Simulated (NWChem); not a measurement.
tetrafluoromethane (CF₄); SMILES FC(F)(F)F

```xyz
5

F     -0.8911    -0.7549     0.6058
C      0.0000     0.0000     0.0000
F      0.8662    -0.7639    -0.6302
F     -0.6053     0.7836    -0.8663
F      0.6302     0.7352     0.8907
```
Atoms are numbered in this order, from 1.

Level: PBE0/def2-SVP (NWChem), optimised geometry, unscaled harmonic frequencies. 

| frequency (cm⁻¹) | IR intensity (km/mol) |
|---|---|
| 443 | 0.0 |
| 443 | 0.0 |
| 642 | 5.8 |
| 642 | 5.8 |
| 642 | 5.8 |
| 940 | 0.0 |
| 1341 | 449.5 |
| 1341 | 449.5 |
| 1341 | 449.5 |

The zero-point energy is 11.1 kcal/mol. The thermal correction to the enthalpy at 298.15 K (with zero-point energy) is 14.1 kcal/mol and the heat capacity Cv is 12.4 cal/(mol K). The entropy at 298.15 K and 1 atm (symmetry number 12) is 62.3 cal/(mol K). The dipole moment comes out as 0.00 D.

Rigid rotor and harmonic oscillator.
